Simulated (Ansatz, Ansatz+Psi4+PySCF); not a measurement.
```xyz
3

O     0.0367    1.1135    0.0000
H    -0.9175    1.3289    0.0000
Cl    0.0367   -0.6022    0.0000
```

Basis set: cc-pVTZ on H, O; cc-pV(T+d)Z on Cl (spherical functions). Left uncorrelated: 6 orbitals. Charge 0, multiplicity 1.

Computed with Ansatz (development build ahead of 0.2.0); free ground-state atoms in the same class of orbitals, no zero-point energy, no relativity.

The atomization energy of singlet HClO from measured heats of formation, zero-point and thermal terms removed is 7.131 eV (G2/97 set, Curtiss et al., J. Chem. Phys. 106, 1063 (1997), as shipped with ASE); it holds spin-orbit and other relativistic effects.

Problem. How far do RHF-CCSD(T), RHF-MP2 miss it in this basis?

Solution.

```json
{"method": "RHF-CCSD(T)", "atomization energy (eV)": "6.810", "computed − measured (eV)": "-0.321"}
{"method": "RHF-MP2", "atomization energy (eV)": "7.055", "computed − measured (eV)": "-0.076"}
```
